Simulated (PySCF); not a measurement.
Level of theory and adiabatic energies of losing or gaining an electron: vinyl iodide

Structure: `C=CI` (C2H3I).

All levels share the PBE0-D3(BJ)/ma-def2-SVP structures and the PBE0-D3(BJ)/ma-def2-SVP thermal terms; only the single-point energies (PySCF) change. Values are adiabatic energies of losing or gaining an electron (0 K, eV).

Measured (NIST Chemistry WebBook): adiabatic ionisation energy 9.32 eV.

| level | ionisation energy to the radical cation | time |
| --- | --- | --- |
| OPBE/ma-def2-TZVP | 8.96 | 68 s |
| TPSS-D3(BJ)/ma-def2-TZVP (grid 3) | 9.00 | 2.2 min |
| PBE-D3(BJ)/ma-def2-TZVP | 9.01 | 68 s |
| PBE0-D3(BJ)/def2-TZVP | 9.12 | 33 s |
| BP86-D3(BJ)/ma-def2-TZVP | 9.12 | 69 s |
| PBE0-D3(BJ)/ma-def2-TZVP | 9.12 | – |
| PBE0-D3(BJ)/def2-SVP | 9.15 | 16 s |
| PBE0-D3(BJ)/def2-SV(P) | 9.15 | 15 s |
| PBE0-D3(BJ)/def2-SVPD | 9.17 | 24 s |
| PBE0-D3(BJ)/ma-def2-SVP | 9.19 | 18 s |
| LDA/ma-def2-TZVP | 9.24 | 59 s |
| M06-2X/ma-def2-TZVP (grid 3) | 9.24 | 100 s |

Times are wall times for all single points of a level on 1 thread of Arm Neoverse V1, a shared host; the dash marks the run that also made the structures. BP86, LDA, OPBE, PBE, TPSS ran on a slower path of this set-up, which computes the density-fitting integrals anew in every SCF cycle while the other levels store them. So the times needn't show the usual order of cost, and those levels read slower than they are.

The spread: 0.29 eV, from 8.96 to 9.24.

Note: spin-orbit coupling is left out of the energies, which matters for open shells on the heavier atoms; atoms past Kr carry effective core potentials.

Differences come from unrounded values, so a last digit can differ from that of the printed terms.
